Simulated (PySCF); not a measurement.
## SH⁺: input and log

State: ³Σ⁻ (triplet), unpaired electrons π ↑↑.

An equivalent input (the run itself took its basis sets from the Basis Set Exchange, started from a PBE0 density and held the occupation σ 5α 5β, πx 2α 1β, πy 2α 1β):

```python
from pyscf import gto, scf
mol = gto.M(atom='H 0 0 0; S 0 0 1.37', basis={'H': 'cc-pVTZ', 'S': 'cc-pV(T+d)Z'},
            charge=1, spin=2, verbose=4, symmetry='C2v')
mf = scf.UHF(mol)
mf.irrep_nelec = {'A1': (5, 5), 'B1': (2, 1), 'B2': (2, 1)}
mf.conv_tol = 1e-9
mf.max_cycle = 60
mf.diis_space = 10
mf.kernel()
```

The log (some set-up lines and the per-cycle HOMO/LUMO lines removed):

```
******** <class 'pyscf.scf.uhf_symm.SymAdaptedUHF'> ********
method = SymAdaptedUHF
damping factor = 0
level_shift factor = 0
DIIS = <class 'pyscf.scf.diis.CDIIS'>
diis_start_cycle = 1
diis_space = 10
diis_damp = 0
SCF conv_tol = 1e-09
SCF conv_tol_grad = None
SCF max_cycles = 60
number electrons alpha = 9  beta = 7
Set gradient conv threshold to 3.16228e-05
init E= -397.763891362544
cycle= 1 E= -397.76872482876  delta_E= -0.00483  |g|= 0.0187  |ddm|= 0.17
cycle= 2 E= -397.769035301122  delta_E= -0.00031  |g|= 0.0076  |ddm|= 0.0308
cycle= 3 E= -397.769114933539  delta_E= -7.96e-05  |g|= 0.00226  |ddm|= 0.0171
cycle= 4 E= -397.769123840651  delta_E= -8.91e-06  |g|= 0.000769  |ddm|= 0.00648
cycle= 5 E= -397.769125118787  delta_E= -1.28e-06  |g|= 0.000419  |ddm|= 0.00276
cycle= 6 E= -397.769125638759  delta_E= -5.2e-07  |g|= 0.000189  |ddm|= 0.00248
cycle= 7 E= -397.769125751484  delta_E= -1.13e-07  |g|= 3.2e-05  |ddm|= 0.00162
cycle= 8 E= -397.769125753597  delta_E= -2.11e-09  |g|= 5.28e-06  |ddm|= 0.000173
cycle= 9 E= -397.769125753638  delta_E= -4.17e-11  |g|= 1.16e-06  |ddm|= 1.91e-05
Extra cycle  E= -397.769125753639  delta_E= -7.39e-13  |g|= 5.37e-07  |ddm|= 2.68e-06
converged SCF energy = -397.769125753639  <S^2> = 2.0219273  2S+1 = 3.0145828
```

Repeating this along the bond gives Re = 1.348 Å and ωe = 2722 cm⁻¹.

A point of this curve took 0.16 CPU seconds beside 0.099 for the integrals (shared host).

The state is the lowest determinant that a PBE0 search found; another state may lie lower at other levels.
